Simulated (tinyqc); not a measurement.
Inside a calculation. Method: G0W0 on RHF in the sto-3g basis, for OH-, spin multiplicity 1. The basis has no diffuse functions, so it cannot describe the extra electron: this is an exercise in the method, not the real anion. Computed by tinyqc, a small Python program that keeps every step (integrals from PySCF). Settings: charge = -1, multiplicity = 1, basis = sto-3g, method = RHF, energy threshold = 1e-10, iteration cap = 82, orthogonalisation = symmetric, start = core, DIIS depth = 6. Command: `OMP_NUM_THREADS=1 python tinyqc.py 23928 23929 out.jsonl` (the two numbers bound the seeds that draw the settings). One thread of a shared host (Intel(R) Xeon(R) Processor @ 2.60GHz), about 0.05 s of CPU time with the checks. The early iterations of the SCF are left out here.

## One-electron integrals

Geometry (angstrom):
```
atom         x         y         z
O     0.000000  0.000000  0.000000
H     0.000000  0.000000  0.902000
```

Basis sto-3g: exponents (1/bohr^2) and contraction coefficients of normalised primitives:
```
element  l (shell)    exponent  coefficient
O            s (1)  130.709320     0.154329
O            s (1)   23.808861     0.535328
O            s (1)    6.443608     0.444635
O            s (2)    5.033151    -0.099967
O            s (2)    1.169596     0.399513
O            s (2)    0.380389     0.700115
O            p (3)    5.033151     0.155916
O            p (3)    1.169596     0.607684
O            p (3)    0.380389     0.391957
H            s (1)    3.425251     0.154329
H            s (1)    0.623914     0.535328
H            s (1)    0.168855     0.444635
```

Overlap, kinetic and nuclear-attraction integrals over the contracted functions; the nuclear repulsion is the sum of Za Zb / Rab.

nuclear repulsion = 4.69336772 hartree

overlap S:
```
           1O 1s     1O 2s    1O 2px    1O 2py    1O 2pz     2H 1s
1O 1s   1.000000  0.236704  0.000000  0.000000  0.000000  0.061494
1O 2s   0.236704  1.000000  0.000000  0.000000  0.000000  0.511690
1O 2px  0.000000  0.000000  1.000000  0.000000  0.000000  0.000000
1O 2py  0.000000  0.000000  0.000000  1.000000  0.000000  0.000000
1O 2pz  0.000000  0.000000  0.000000  0.000000  1.000000  0.411875
2H 1s   0.061494  0.511690  0.000000  0.000000  0.411875  1.000000
```

kinetic energy T (hartree):
```
            1O 1s      1O 2s    1O 2px    1O 2py    1O 2pz     2H 1s
1O 1s   29.003200  -0.168011  0.000000  0.000000  0.000000  0.002036
1O 2s   -0.168011   0.808128  0.000000  0.000000  0.000000  0.156859
1O 2px   0.000000   0.000000  2.528731  0.000000  0.000000  0.000000
1O 2py   0.000000   0.000000  0.000000  2.528731  0.000000  0.000000
1O 2pz   0.000000   0.000000  0.000000  0.000000  2.528731  0.328473
2H 1s    0.002036   0.156859  0.000000  0.000000  0.328473  0.760032
```

nuclear attraction V (hartree):
```
             1O 1s      1O 2s     1O 2px     1O 2py     1O 2pz      2H 1s
1O 1s   -61.205126  -7.321947   0.000000   0.000000  -0.017482  -1.963276
1O 2s    -7.321947  -9.627654   0.000000   0.000000  -0.200858  -4.018204
1O 2px    0.000000   0.000000  -9.507524   0.000000   0.000000   0.000000
1O 2py    0.000000   0.000000   0.000000  -9.507524   0.000000   0.000000
1O 2pz   -0.017482  -0.200858   0.000000   0.000000  -9.649647  -2.954702
2H 1s    -1.963276  -4.018204   0.000000   0.000000  -2.954702  -5.708096
```

core Hamiltonian H = T + V (hartree):
```
             1O 1s      1O 2s     1O 2px     1O 2py     1O 2pz      2H 1s
1O 1s   -32.201926  -7.489958   0.000000   0.000000  -0.017482  -1.961240
1O 2s    -7.489958  -8.819526   0.000000   0.000000  -0.200858  -3.861344
1O 2px    0.000000   0.000000  -6.978793   0.000000   0.000000   0.000000
1O 2py    0.000000   0.000000   0.000000  -6.978793   0.000000   0.000000
1O 2pz   -0.017482  -0.200858   0.000000   0.000000  -7.120916  -2.626229
2H 1s    -1.961240  -3.861344   0.000000   0.000000  -2.626229  -4.948064
```

## Two-electron integrals

Functions are numbered as in S; the eight-fold symmetry (ij|kl) = (ji|kl) = (kl|ij) leaves the list below.

Two-electron integrals (ij|kl) in chemists' order, unique and non-zero (hartree):
```
(11|11) 4.785065   (21|11) 0.741380   (21|21) 0.136873   (22|11) 1.118947
(22|21) 0.256633   (22|22) 0.817206   (31|31) 0.024477   (32|31) 0.037809
(32|32) 0.180518   (33|11) 1.115814   (33|21) 0.256684   (33|22) 0.817023
(33|33) 0.880159   (41|41) 0.024477   (42|41) 0.037809   (42|42) 0.180518
(43|43) 0.047444   (44|11) 1.115814   (44|21) 0.256684   (44|22) 0.817023
(44|33) 0.785270   (44|44) 0.880159   (51|51) 0.024477   (52|51) 0.037809
(52|52) 0.180518   (53|53) 0.047444   (54|54) 0.047444   (55|11) 1.115814
(55|21) 0.256684   (55|22) 0.817023   (55|33) 0.785270   (55|44) 0.785270
(55|55) 0.880159   (61|11) 0.196054   (61|21) 0.035854   (61|22) 0.066673
(61|33) 0.066550   (61|44) 0.066550   (61|51) 0.001633   (61|52) 0.003041
(61|55) 0.066928   (61|61) 0.009512   (62|11) 0.443403   (62|21) 0.102822
(62|22) 0.358614   (62|33) 0.352824   (62|44) 0.352824   (62|51) 0.007634
(62|52) 0.056563   (62|55) 0.369867   (62|61) 0.027383   (62|62) 0.189475
(63|31) 0.011158   (63|32) 0.063481   (63|53) 0.011964   (63|63) 0.028103
(64|41) 0.011158   (64|42) 0.063481   (64|54) 0.011964   (64|64) 0.028103
(65|11) 0.304589   (65|21) 0.071599   (65|22) 0.266804   (65|33) 0.254507
(65|44) 0.254507   (65|51) 0.015867   (65|52) 0.103800   (65|55) 0.291111
(65|61) 0.019972   (65|62) 0.171251   (65|65) 0.181275   (66|11) 0.559204
(66|21) 0.131772   (66|22) 0.523513   (66|33) 0.502180   (66|44) 0.502180
(66|51) 0.013507   (66|52) 0.134386   (66|55) 0.565565   (66|61) 0.035467
(66|62) 0.337058   (66|65) 0.348381   (66|66) 0.774606
```

## Orthogonalisation

S = U s U^T; symmetric (Loewdin) form X = U s^(-1/2) U^T, so that X^T S X = 1.

eigenvalues of S: 0.330828  0.840264  1.000000  1.000000  1.126614  1.702294

X:
```
            1O 1s      1O 2s    1O 2px    1O 2py     1O 2pz      2H 1s
1O 1s    1.023310  -0.135938  0.000000  0.000000  -0.010415   0.025836
1O 2s   -0.135938   1.175120  0.000000  0.000000   0.120945  -0.369365
1O 2px   0.000000   0.000000  1.000000  0.000000   0.000000   0.000000
1O 2py   0.000000   0.000000  0.000000  1.000000   0.000000   0.000000
1O 2pz  -0.010415   0.120945  0.000000  0.000000   1.095484  -0.292496
2H 1s    0.025836  -0.369365  0.000000  0.000000  -0.292496   1.244183
```

## Starting guess

The start is the orbitals of the core Hamiltonian; D = 2 C_occ C_occ^T.

D at the start:
```
            1O 1s      1O 2s    1O 2px    1O 2py     1O 2pz      2H 1s
1O 1s    2.128656  -0.570223  0.000000  0.000000  -0.057832   0.104842
1O 2s   -0.570223   2.524714  0.000000  0.000000   0.365543  -0.469982
1O 2px   0.000000   0.000000  2.000000  0.000000   0.000000   0.000000
1O 2py   0.000000   0.000000  0.000000  2.000000   0.000000   0.000000
1O 2pz  -0.057832   0.365543  0.000000  0.000000   2.319434  -0.483814
2H 1s    0.104842  -0.469982  0.000000  0.000000  -0.483814   0.163762
```

## Iteration 7 (converged): orbitals

converged F (hartree):
```
             1O 1s      1O 2s    1O 2px    1O 2py     1O 2pz      2H 1s
1O 1s   -19.345763  -4.965803  0.000000  0.000000  -0.027148  -1.309695
1O 2s    -4.965803  -1.778091  0.000000  0.000000  -0.087839  -0.808154
1O 2px    0.000000   0.000000  0.260635  0.000000   0.000000   0.000000
1O 2py    0.000000   0.000000  0.000000  0.260635   0.000000   0.000000
1O 2pz   -0.027148  -0.087839  0.000000  0.000000   0.379500  -0.326264
2H 1s    -1.309695  -0.808154  0.000000  0.000000  -0.326264  -0.210797
```

Diagonalise F' = X^T F X, C = X C', fill 5 alpha and 5 beta electrons from the bottom; D = 2 C_occ C_occ^T. Each column has its largest component positive (the first on a tie).

F' = X^T F X (hartree):
```
            1          2         3         4          5          6
1  -18.972648  -2.655133  0.000000  0.000000  -0.058714  -0.224955
2   -2.655133  -0.674460  0.000000  0.000000   0.179864  -0.586145
3    0.000000   0.000000  0.260635  0.000000   0.000000   0.000000
4    0.000000   0.000000  0.000000  0.260635   0.000000   0.000000
5   -0.058714   0.179864  0.000000  0.000000   0.657428  -0.611728
6   -0.224955  -0.586145  0.000000  0.000000  -0.611728   0.422917
```

orbital energies (hartree): MO1 -19.354933, MO2 -0.608297, MO3 0.075080, MO4 0.260635, MO5 0.260635, MO6 1.321388

coefficients C:
```
              MO1        MO2        MO3       MO4        MO5        MO6
1O 1s    0.994127  -0.231478  -0.120742  0.000000   0.000000   0.099852
1O 2s    0.025846   0.819650   0.640275  0.000000   0.000000  -0.684102
1O 2px   0.000000   0.000000   0.000000  0.094720   0.995504   0.000000
1O 2py   0.000000   0.000000   0.000000  0.995504  -0.094720   0.000000
1O 2pz   0.004538   0.089582  -0.567474  0.000000   0.000000  -0.985039
2H 1s   -0.007888   0.300771  -0.631921  0.000000   0.000000   1.131722
```

D after iteration 7:
```
            1O 1s      1O 2s    1O 2px    1O 2py     1O 2pz      2H 1s
1O 1s    2.112896  -0.482689  0.000000  0.000000   0.104587  -0.002327
1O 2s   -0.482689   2.164895  0.000000  0.000000  -0.579593  -0.316559
1O 2px   0.000000   0.000000  2.000000  0.000000   0.000000   0.000000
1O 2py   0.000000   0.000000  0.000000  2.000000   0.000000   0.000000
1O 2pz   0.104587  -0.579593  0.000000  0.000000   0.660144   0.771012
2H 1s   -0.002327  -0.316559  0.000000  0.000000   0.771012   0.979698
```

Within a degenerate level the vectors are fixed only up to a rotation; this is one choice.

## Convergence

Stop when the energy changes by less than 1e-10 hartree and every element of the error matrix X^T (F D S - S D F) X is below 3e-06.

Course of the cycle:
```
iteration   E (hartree)     change  largest element of the error matrix
1          -72.92087914          -                             8.89e-01
2          -74.03074417  -1.11e+00                             1.13e-01
3          -74.03960542  -8.86e-03                             1.04e-02
4          -74.03969402  -8.86e-05                             1.39e-03
5          -74.03969575  -1.73e-06                             5.06e-05
6          -74.03969576  -2.28e-09                             1.54e-07
7          -74.03969576  -7.11e-14                             8.90e-12
```

PySCF RHF in the same basis = -74.03969576 hartree

Converged in 7 iterations.

## Populations, bond orders and dipole

Mulliken: Z minus the diagonal of D S on the atom; Loewdin: the same with S^(1/2) D S^(1/2); Mayer order: 2 sum_s sum (D(s) S)_ij (D(s) S)_ji over the two atoms.

Charges (e):
```
atom   Mulliken    Loewdin
1O    -0.864864  -0.864441
2H    -0.135136  -0.135559
```

Mayer bond orders:
```
pair     order
2-1   0.981738
```

dipole moment about the origin, x y z (debye): 0.000000  0.000000  0.052198

## Integrals over molecular orbitals

(pq|rs) = sum C_ip C_jq C_kr C_ls (ij|kl), one index at a time.

one-electron integrals over orbitals h = C^T H C (hartree):
```
            1          2          3          4          5          6
1  -32.183699   0.574434   0.289701   0.000000   0.000000  -0.239953
2    0.574434  -7.114301  -0.657298   0.000000   0.000000   1.184344
3    0.289701  -0.657298  -6.110597   0.000000   0.000000  -1.264028
4    0.000000   0.000000   0.000000  -6.978793   0.000000   0.000000
5    0.000000   0.000000   0.000000   0.000000  -6.978793   0.000000
6   -0.239953   1.184344  -1.264028   0.000000   0.000000  -5.548324
```

Two-electron integrals over orbitals (pq|rs), unique and non-zero (hartree):
```
(11|11) 4.744373    (21|11) -0.416007   (21|21) 0.057531    (22|11) 0.993501
(22|21) -0.013307   (22|22) 0.730061    (31|11) -0.216956   (31|21) 0.028128
(31|22) -0.015110   (31|31) 0.025353    (32|11) 0.182277    (32|21) -0.009704
(32|22) 0.001076    (32|31) 0.011256    (32|32) 0.149379    (33|11) 0.885546
(33|21) -0.010632   (33|22) 0.656634    (33|31) 0.004047    (33|32) 0.048866
(33|33) 0.695470    (41|41) 0.026055    (42|41) 0.032173    (42|42) 0.141555
(43|41) 0.015678    (43|42) 0.056174    (43|43) 0.053930    (44|11) 1.115323
(44|21) -0.012063   (44|22) 0.741423    (44|31) -0.006230   (44|32) 0.095820
(44|33) 0.672110    (44|44) 0.880159    (51|51) 0.026055    (52|51) 0.032173
(52|52) 0.141555    (53|51) 0.015678    (53|52) 0.056174    (53|53) 0.053930
(54|54) 0.047444    (55|11) 1.115323    (55|21) -0.012063   (55|22) 0.741423
(55|31) -0.006230   (55|32) 0.095820    (55|33) 0.672110    (55|44) 0.785270
(55|55) 0.880159    (61|11) 0.181217    (61|21) -0.027853   (61|22) -0.003788
(61|31) 0.001179    (61|32) 0.023553    (61|33) 0.016383    (61|44) 0.004748
(61|55) 0.004748    (61|61) 0.032445    (62|11) -0.252647   (62|21) 0.004695
(62|22) -0.117288   (62|31) 0.017773    (62|32) 0.006229    (62|33) -0.022250
(62|44) -0.130964   (62|55) -0.130964   (62|61) 0.016378    (62|62) 0.110611
(63|11) 0.252238    (63|21) -0.004407   (63|22) 0.073359    (63|31) 0.004635
(63|32) 0.114102    (63|33) 0.083501    (63|44) 0.135973    (63|55) 0.135973
(63|61) 0.010719    (63|62) -0.048470   (63|63) 0.145028    (64|41) -0.011942
(64|42) -0.046421   (64|43) 0.003575    (64|64) 0.039141    (65|51) -0.011942
(65|52) -0.046421   (65|53) 0.003575    (65|65) 0.039141    (66|11) 0.947226
(66|21) -0.010156   (66|22) 0.692320    (66|31) -0.017870   (66|32) -0.045289
(66|33) 0.648822    (66|44) 0.664835    (66|55) 0.664835    (66|61) -0.011150
(66|62) -0.087977   (66|63) 0.026263    (66|66) 0.727794
```

## Screening: direct RPA

With D = e_a - e_i and K = (ia|jb): diagonalise D^(1/2) (D + 4K) D^(1/2) = Z w^2 Z^T; X + Y = D^(1/2) Z w^(-1/2), each column of Z with its largest component positive (the first on a tie); E_c = (sum w - tr (D + 2K)) / 2.

D^(1/2) (D + 4K) D^(1/2) (hartree^2):
```
            1>6        2>6        3>6       4>6       5>6
1>6  430.193580   0.413802   0.217646  0.000000  0.000000
2>6    0.413802   4.577465  -0.300669  0.000000  0.000000
3>6    0.217646  -0.300669   2.276283  0.000000  0.000000
4>6    0.000000   0.000000   0.000000  1.291272  0.000000
5>6    0.000000   0.000000   0.000000  0.000000  1.291272
```

excitation energies w (hartree): 1.136341  1.136341  1.495820  2.148431  20.741121

X + Y:
```
             1         2          3          4         5
1>6   0.000000  0.000000  -0.002334  -0.002789  0.998436
2>6   0.000000  0.000000   0.144875   0.939984  0.000296
3>6   0.000000  0.000000   0.905338  -0.097151  0.000125
4>6  -0.019095  0.965979   0.000000   0.000000  0.000000
5>6   0.965979  0.019095   0.000000   0.000000  0.000000
```

RPA correlation energy = -0.02424821 hartree

Within a degenerate level the vectors are fixed only up to a rotation; this is one choice.

## G0W0 on Hartree-Fock: HOMO

W(p,q,m) = sqrt2 sum_ia (pq|ia) (X+Y)_ia,m; Sigma_c(x) = sum_(i,m) W^2/(x - e_i + w_m) + sum_(a,m) W^2/(x - e_a - w_m); solve x = e_p + Sigma_c(x) by Newton steps; Z = 1/(1 - dSigma/dx); 1 hartree = 27.211386 eV.

The 12 largest terms at x = e_p (hartree; W for the signs of X + Y given):
```
q  m          W       term
5  4  -0.192796   0.017301
5  3   0.147243   0.014494
2  1  -0.063416   0.002006
6  1   0.053471  -0.001301
3  1   0.004884   0.000018
1  1  -0.016314   0.000013
5  5   0.006674   2.15e-06
2  2  -0.001254   7.84e-07
6  2   0.001057  -5.08e-07
3  2   0.000097   7.05e-09
1  2  -0.000322   5.01e-09
```

Newton steps (hartree):
```
step         x  Sigma_c(x)         Z
0     0.260635    0.032533  0.981017
1     0.292550    0.031926  0.981642
2     0.292560    0.031925  0.981642
```

quasiparticle energy of the HOMO = 7.960976 eV

Hartree-Fock value = 7.092240 eV

## G0W0 on Hartree-Fock: LUMO

As before.

The 12 largest terms at x = e_p (hartree; W for the signs of X + Y given):
```
q  m          W       term
3  3   0.175720   0.011260
6  4  -0.120516  -0.006760
2  4   0.153635   0.005788
3  4  -0.084401   0.002098
5  1   0.053471   0.001301
4  2   0.053471   0.001301
2  3  -0.039450   0.000454
6  3   0.015638  -0.000163
1  5   0.045821   0.000051
2  5   0.023163   0.000024
1  4   0.020171   0.000018
1  3   0.016972   0.000013
```

Newton steps (hartree):
```
step         x  Sigma_c(x)         Z
0     1.321388    0.015384  0.989392
1     1.336609    0.015221  0.989422
2     1.336609    0.015221  0.989422
```

quasiparticle energy of the LUMO = 36.370988 eV

Hartree-Fock value = 35.956790 eV
